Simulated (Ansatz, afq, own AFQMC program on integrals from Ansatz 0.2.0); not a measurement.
Integrals from Ansatz 0.2.0, then the random walk in our own AFQMC program (afq).

```yaml
crystal:
  periodic: [false, false, false]
  atoms:
    - {symbol: Si, position_ang: [0.000000, 0.000000, 0.489694]}
    - {symbol: O, position_ang: [0.000000, 0.000000, -1.026105]}
    - {symbol: H, position_ang: [0.000000, 1.230909, 1.321383]}
    - {symbol: H, position_ang: [0.000000, -1.230909, 1.321383]}
basis:
  gaussian: {orbitals: cc-pVDZ}
magnetization: {spin_polarized: false}
correlation: {method: ccsd_t, electrons: outside_noble_gas, hamiltonian_folder: ham}
```

```sh
$ ansatz run in.yaml --threads 1 --pin off --events-out ev --progress --plain --max-ram 1382MiB
```

afq runs on the folder ham with

```
--method phaseless --trial cisd --walkers 60 --populations 1 --least-time 40 --time-step 0.005 --steps-per-block 50 --equilibration-blocks 28 --max-blocks 300 --target-error 0.00042 --factor-cut 1e-05 --seed 286 --release-times 0.24,0.51,0.99,1.62,2.4 --release-step 0.03 --release-every 4 --taylor-order 6
```

Times are imaginary, in 1/Eh. The walk had a cap of 513 s.

```
orbitals 36  electrons 6 6  factors 269 of 397
reference energy -364.92590611 Eh
CCSD correlation -0.30450190 Eh in 12 cycles, weight of the determinant in the CISD state 0.8783
energy of the start -365.230408 Eh
 block  time / (1/Eh)  mean weight  energy / Eh
     1     0.250  0.9997  -365.225907
     2     0.500  1.0004  -365.227176
     3     0.750  0.9981  -365.233412
     4     1.000  0.9985  -365.231497
     5     1.250  0.9998  -365.233114
     8     2.000  0.9972  -365.238498
    17     4.250  1.0004  -365.241449
    41    10.250  0.9977  -365.236918
    65    16.250  0.9997  -365.235000
    89    22.250  0.9993  -365.233032
   113    28.250  1.0011  -365.262375
   137    34.250  1.0002  -365.242983
   161    40.250  1.0013  -365.236048
   185    46.250  0.9995  -365.295221
   201    50.250  0.9984  -365.230377
   209    52.250  0.9989  -365.246050
   225    56.250  0.9972  -365.301144
   233    58.250  0.9994  -365.237297
   257    64.250  1.0048  -365.234020
   281    70.250  1.0000  -365.251361
   305    76.250  0.9969  -365.232935
   321    80.250  0.9976  -365.235334
blocks merged  error / Eh  count
     1  0.000551  300
     2  0.000659  150
     4  0.000800  75
     8  0.000955  37
    16  0.000948  18
    32  0.001064  9
released: time / (1/Eh)  energy / Eh  error  mean overlap
  0.24  -365.241417  0.000785  1.0076
  0.51  -365.242261  0.000657  0.9997
  0.99  -365.242601  0.000675  1.0053
  1.62  -365.242289  0.001260  0.9808
  2.40  -365.242499  0.001056  0.9667
energy -365.241681 +/- 0.000955 Eh
(rows thinned)
```

(1) Estimate how long the walk took on 1 thread of Arm Neoverse V2, on a shared host.

The run passed its tests (sampling time, drift between the halves within three errors, error under three times the target), which doesn't prove that it has relaxed.

Against this walk (error 26.0 meV) on the same determinant: CCSD(T) 42.0 meV higher (within the noise), CCSDT(Q) 14.6 meV lower (within the noise). The error is statistical and leaves out the bias of the constraint. Released to 2.40 1/Eh the energy moves by -22 ± 39 meV (both errors), within twice the noise.

Cautions: constraint bias not in the error; error above the target (26.0 against 11.4 meV); higher spins were not checked; raised T1 diagnostic (T1 0.025, weight of the determinant 0.88, largest double 0.09); the bias of populations of 60 walkers isn't removed.

Answers

(1) 2.7 min of wall time.

CCSDT and higher add their correlation energy to the determinant of the CCSD(T) run, since their own runs factorise the integrals more tightly (a shift of under 2 meV). A walk keeps the symmetry of its determinant, which the program's search chose and which needn't be the lowest solution, so a lower state of the same spin and another symmetry isn't excluded.
